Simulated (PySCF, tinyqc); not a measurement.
RKS/PBE in the sto-3g basis, for CH+, spin multiplicity 1, step by step. The lowest restricted solution is unstable here: a spin-polarised one lies 0.0034 hartree lower (PySCF). One step of it, computed by the program tinyqc.

Question. Iteration 2: DIIS coefficients. Solve [B -1; -1 0][c; lambda] = [0; -1] for the coefficients, which sum to one.

B (overlaps of the stored error matrices):
$$\begin{pmatrix}
3.2593353e-01 & 1.3945796e-01 \\
1.3945796e-01 & 1.4445953e-01
\end{pmatrix}$$

Give: DIIS coefficients.

Answer.

DIIS coefficients: [0.0261, 0.9739]
